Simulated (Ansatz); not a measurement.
The inner images of a band of BClH2 + FH (6 atoms, charge 0, multiplicity 1) are given out of order.

Theory: RKS B3LYP-D4/def2-SVP (Ansatz).

Image 0:

```xyz
6
Properties=species:S:1:pos:R:3
B 0.000 0.133 0.124
Cl -0.011 0.580 1.864
H 1.057 0.183 -0.437
H -1.060 0.113 -0.432
F 0.069 -1.947 0.519
H 0.065 -1.792 1.443
```

Image 6:

```xyz
6
Properties=species:S:1:pos:R:3
B 0.014 -0.341 -0.449
Cl 0.007 0.068 2.556
H 1.063 0.229 -0.615
H -1.070 0.159 -0.611
F 0.057 -1.636 -0.152
H 0.048 -1.207 2.351
```

Question: Put them in order from the first end to the last, with their energies above the first end.
A.
```xyz
6
Properties=species:S:1:pos:R:3
B 0.012 -0.206 0.020
Cl 0.004 0.210 2.023
H 1.061 0.147 -0.434
H -1.060 0.080 -0.430
F 0.058 -1.703 0.406
H 0.046 -1.257 1.495
```
B.
```xyz
6
Properties=species:S:1:pos:R:3
B 0.016 -0.361 -0.245
Cl 0.006 0.117 2.295
H 1.067 0.182 -0.454
H -1.067 0.117 -0.450
F 0.057 -1.676 0.068
H 0.042 -1.109 1.866
```
C.
```xyz
6
Properties=species:S:1:pos:R:3
B 0.016 -0.359 -0.358
Cl 0.007 0.093 2.466
H 1.066 0.204 -0.527
H -1.069 0.136 -0.522
F 0.057 -1.661 -0.062
H 0.043 -1.142 2.084
```
D.
```xyz
6
Properties=species:S:1:pos:R:3
B 0.006 -0.037 0.113
Cl -0.004 0.396 1.929
H 1.056 0.145 -0.433
H -1.057 0.075 -0.428
F 0.063 -1.788 0.485
H 0.056 -1.521 1.415
```
E.
```xyz
6
Properties=species:S:1:pos:R:3
B 0.015 -0.314 -0.102
Cl 0.006 0.142 2.124
H 1.065 0.162 -0.430
H -1.063 0.098 -0.426
F 0.056 -1.683 0.239
H 0.042 -1.134 1.676
```

Answer: D (+1.6 kcal/mol), A (+7.4 kcal/mol), E (-1.6 kcal/mol), B (-10.3 kcal/mol), C (-13.3 kcal/mol).

The run took 32 s on 1 thread of AMD EPYC 9B45 (Zen 5), with other jobs on the host, peak memory 0.13 GiB.
